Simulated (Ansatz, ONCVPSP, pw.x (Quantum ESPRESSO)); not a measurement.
# pw.x on bcc Al: one setting changed

Potential: optimised norm-conserving Vanderbilt (ONCV), ONCVPSP 4.0.1.1 (patched build), PBEsol; core [Ne], reference 3s2 3p1; waves: 3s: rc 1.95 bohr, ncon 4, nbas 8, qcut 2.6 1/bohr, 2 projectors, debl 1.3 Ha; 3p: rc 1.95 bohr, ncon 3, nbas 7, qcut 4.1 1/bohr, 2 projectors, debl 1.8 Ha; d scattering state at 0.43 Ha: rc 2.15 bohr, ncon 4, nbas 9, qcut 4.2 1/bohr, 2 projectors, debl 0.5 Ha; local part: polynomial inside 1.45 bohr (lpopt 4, dvloc0 0 Ha); core correction: Teter function fitted to the true core (icmod 2), fcfact 0.45.

The reference run (k-mesh 14³, cutoffs 95/380 Ry, Fermi–Dirac 0.01 Ry, mixing_beta 0.4, conv_thr 1e-9, no spin) gives -0.16 GPa at 16.575 Å³/atom, where all-electron LAPW gives 0.16 GPa. This run, with its own iteration cap, changes k-mesh points per axis to 4.

```
&control
  calculation='scf', prefix='x', pseudo_dir='./', outdir='./tmp', tstress=.true., disk_io='none'
/
&system
  ibrav=0, nat=1, ntyp=1, ecutwfc=95, ecutrho=380, nbnd=8,
  occupations='smearing', smearing='fd', degauss=0.01
/
&electrons
  conv_thr=1e-09, mixing_beta=0.4, electron_maxstep=60
/
ATOMIC_SPECIES
Al 1.0 Al.UPF
CELL_PARAMETERS angstrom
  -1.60619344 1.60619344 1.60619344
  1.60619344 -1.60619344 1.60619344
  1.60619344 1.60619344 -1.60619344
ATOMIC_POSITIONS crystal
Al 0.0000 0.0000 0.0000
K_POINTS automatic
4 4 4 0 0 0
```

```bash
pw.x < Al.scf.in > Al.scf.out
```

Q: How does the run end?

A: It converges in 6 iterations; the free energy moves by +209.3 meV/atom and the pressure by -0.21 GPa.

```
Message from routine setup:
     using ibrav=0 with symmetry is DISCOURAGED, use correct ibrav instead
     lattice parameter (alat)  =       5.2572  a.u.
     unit-cell volume          =     111.8536 (a.u.)^3
     number of electrons       =         3.00
     number of Kohn-Sham states=            8
     kinetic-energy cutoff     =      95.0000  Ry
     charge density cutoff     =     380.0000  Ry
     scf convergence threshold =      1.0E-09
     Exchange-correlation= PBESOL
     number of k points=     8  Fermi-Dirac smearing, width (Ry)=  0.0100
     iteration #  1     ecut=    95.00 Ry     beta= 0.40
     total energy              =      -5.49823446 Ry
     estimated scf accuracy    <       0.00605308 Ry
     iteration #  2     ecut=    95.00 Ry     beta= 0.40
     total energy              =      -5.49734639 Ry
     estimated scf accuracy    <       0.00186587 Ry
     iteration #  3     ecut=    95.00 Ry     beta= 0.40
     total energy              =      -5.49743417 Ry
     estimated scf accuracy    <       0.00000138 Ry
     iteration #  4     ecut=    95.00 Ry     beta= 0.40
     total energy              =      -5.49743663 Ry
     estimated scf accuracy    <       0.00000004 Ry
     iteration #  5     ecut=    95.00 Ry     beta= 0.40
     total energy              =      -5.49743663 Ry
     estimated scf accuracy    <          5.0E-09 Ry
     iteration #  6     ecut=    95.00 Ry     beta= 0.40
     the Fermi energy is     8.4321 ev
!    total energy              =      -5.49743663 Ry
     estimated scf accuracy    <          1.3E-10 Ry
     smearing contrib. (-TS)   =      -0.00545916 Ry
     The total energy is F=E-TS. E is the sum of the following terms:
     one-electron contribution =       2.95229204 Ry
     hartree contribution      =       0.00425744 Ry
     xc contribution           =      -3.05310127 Ry
     ewald contribution        =      -5.39542568 Ry
     convergence has been achieved in   6 iterations
          total   stress  (Ry/bohr**3)                   (kbar)     P=       -3.67
     Message from routine punch:
     Nothing written, as per user request (disk_io='none')
```

The run took about 3 s on one core of a shared host (Neoverse-N1, 64 threads, 124 GiB, load 47).
